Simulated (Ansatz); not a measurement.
in.yaml

```yaml
crystal:
  periodic: [false, false, false]
  atoms:
    - {symbol: P, position_ang: [0.000070, -0.000040, -0.029186]}
    - {symbol: H, position_ang: [1.199690, 0.012852, 0.301838]}
    - {symbol: H, position_ang: [-0.611702, 1.033772, 0.296082]}
    - {symbol: H, position_ang: [-0.590152, -1.045406, 0.298956]}
basis:
  gaussian: {orbitals: 6-31G}
total_charge: 1
magnetization: {spin_polarized: true, initial_magnetization: 1}
correlation: {method: mp2, electrons: outside_noble_gas}
accuracy: high
```

```sh
$ ansatz run in.yaml --threads 1 --pin off --events-out ev --progress --plain --max-ram 2393MiB
```

The program prints:

```
408 factors; integrals over basis functions are off by at most 3.6e-9 eV
mean field evaluation 1: about -9307.0264 eV, gradient 6.4e0 eV
mean field evaluation 2: about -9307.0304 eV, gradient 6.4e0 eV
mean field evaluation 4: about -9307.3744 eV, gradient 4.7e-1 eV
mean field evaluation 8: about -9307.3787 eV, gradient 4.5e-7 eV
mean field -9307.37870170 eV, -342.0398585197 hartree, gradient 2.3e-8 eV, S^2 0.755714; 0 other end points of the search recorded, 0 dependent functions left out
5 core orbitals not correlated: weight in the atoms' cores, before any rotation towards them, 1.000 or more for the frozen orbitals, at most 0.000 for the correlated occupied ones
reference -9307.37870170 eV, -342.0398585197 hartree; 4, 3 occupied and 10, 11 virtual orbitals, 408 factors
second order -1.25045250 eV of doubles, -0.00000000 eV of singles
Total energy: -9308.62915421 eV, -342.0858118017 hartree
```

Ran on 1 thread of Arm Neoverse V1, shared host: 0.15 s wall, 0.14 GiB peak host memory.
